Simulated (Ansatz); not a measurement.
The input, for Ansatz 0.2.0:

```yaml
crystal:
  periodic: [false, false, false]
  atoms:
    - {symbol: N, position_ang: [0.000000, -0.153152, 1.398194]}
    - {symbol: Ga, position_ang: [0.000000, 0.024866, -0.284267]}
    - {symbol: H, position_ang: [0.000000, 0.642469, 2.025804]}
    - {symbol: H, position_ang: [0.000000, -0.234291, -1.791777]}
basis:
  gaussian: {orbitals: cc-pVDZ}
total_charge: 1
magnetization: {spin_polarized: true, initial_magnetization: 1}
correlation: {method: ccsd_t, electrons: outside_noble_gas}
output: {forces: true}
```

```sh
$ ansatz run in.yaml --threads 1 --pin off --events-out ev --progress --plain --max-ram 4096MiB --backend cpu
```

Q: Roughly how long does this take on 1 thread of AMD EPYC 7R13, shared host, and how much host memory?

A: 7.5 s wall and 0.19 GiB.

```
547 factors; integrals over basis functions are off by at most 1.1e-3 eV
mean field evaluation 1: about -53819.6157 eV, gradient 5.1e1 eV
mean field evaluation 2: about -53819.6234 eV, gradient 5.1e1 eV
mean field evaluation 4: about -53835.4328 eV, gradient 7.2e0 eV
mean field evaluation 8: about -53837.0849 eV, gradient 5.1e-1 eV
mean field evaluation 16: about -53837.1545 eV, gradient 7.8e-1 eV
mean field evaluation 32: about -53837.0769 eV, gradient 5.1e-1 eV
mean field evaluation 64: about -53837.0959 eV, gradient 2.1e-6 eV
mean field evaluation 96: about -53836.6221 eV, gradient 5.8e0 eV
mean field evaluation 128: about -53837.0959 eV, gradient 1.6e-3 eV
mean field evaluation 160: about -53831.3308 eV, gradient 3.0e-3 eV
...
cycle   5  -5.49405850 eV  change   -4.3e-4 eV  update   5.4e-4
cycle   6  -5.49441556 eV  change   -3.6e-4 eV  update   2.6e-4
cycle   7  -5.49449250 eV  change   -7.7e-5 eV  update   1.2e-4
cycle   8  -5.49451555 eV  change   -2.3e-5 eV  update   5.5e-5
cycle   9  -5.49450822 eV  change    7.3e-6 eV  update   1.8e-5
cycle  10  -5.49450531 eV  change    2.9e-6 eV  update   6.2e-6
cycle  11  -5.49450632 eV  change   -1.0e-6 eV  update   2.5e-6
cycle  12  -5.49450693 eV  change   -6.1e-7 eV  update   1.1e-6
cycle  13  -5.49450707 eV  change   -1.4e-7 eV  update   4.4e-7
cycle  14  -5.49450709 eV  change   -1.4e-8 eV  update   1.9e-7
perturbative correction -0.13302110 eV, -0.0048884351 hartree
the calculation of the forces begins
Total energy: -53843.42137944 eV, -1978.7092393127 hartree
Atom 0 at     0.000000    -0.153152     1.398194 Å, force    -0.000000    -0.788769     3.838738 eV/Å
Atom 1 at     0.000000     0.024866    -0.284267 Å, force    -0.000000     0.138401    -4.630389 eV/Å
Atom 2 at     0.000000     0.642469     2.025804 Å, force    -0.000000     0.572807     0.875679 eV/Å
Atom 3 at     0.000000    -0.234291    -1.791777 Å, force    -0.000000     0.077560    -0.084027 eV/Å
Dipole moment:    -0.000000     0.315279    -0.103447 e Å
```

Forces (eV/Å):
```
N    0.000 -0.789  3.839
Ga   0.000  0.138 -4.630
H    0.000  0.573  0.876
H    0.000  0.078 -0.084
```
